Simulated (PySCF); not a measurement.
(CH3)2SiCl2, optimised at HF/6-31G*:

```xyz
11

C      1.5055    -0.5535     0.2474
Si     0.0578     0.6163     0.0951
C     -1.6132    -0.2168     0.1234
Cl     0.1430     1.9781     1.6504
Cl     0.2418     1.6671    -1.6776
H      1.4532    -1.1052     1.1817
H      2.4477    -0.0164     0.2252
H      1.5052    -1.2689    -0.5700
H     -2.4146     0.5084     0.0318
H     -1.7532    -0.7591     1.0541
H     -1.7012    -0.9228    -0.6975
```

Method: PySCF energies (xtb for GFN2) plus ideal-gas RRHO corrections (1 bar). 6-31G* has spherical d functions here. All species are closed-shell singlets. B3LYP is the form with VWN-RPA correlation.

Problem. List the harmonic frequencies (cm⁻¹, unscaled) at this level and at the other levels, each on its own geometry.

Solution. 
- HF/6-31G*: 167, 170, 177, 181, 235, 237, 253, 488, 576, 722, 764, 853, 876, 936, 959, 1463, 1468, 1593, 1593, 1599, 1605, 3196, 3198, 3268, 3270, 3283, 3283
- B3LYP/6-31G*: 157, 158, 168, 168, 219, 220, 235, 455, 538, 680, 715, 789, 820, 871, 893, 1334, 1340, 1481, 1482, 1488, 1496, 3053, 3054, 3128, 3130, 3143, 3143
- GFN2-xTB: 96, 107, 128, 134, 180, 186, 194, 420, 487, 703, 756, 812, 832, 854, 854, 1376, 1379, 1469, 1469, 1473, 1473, 3035, 3037, 3046, 3048, 3048, 3051
- PBE/def2-SVP: 152, 153, 161, 162, 209, 213, 226, 456, 541, 670, 679, 732, 782, 813, 835, 1218, 1223, 1370, 1371, 1378, 1384, 2979, 2981, 3081, 3082, 3092, 3092
- PBE0/def2-TZVP: 156, 158, 167, 168, 217, 222, 236, 470, 549, 694, 703, 757, 809, 835, 860, 1278, 1282, 1437, 1438, 1444, 1452, 3054, 3055, 3140, 3142, 3151, 3151
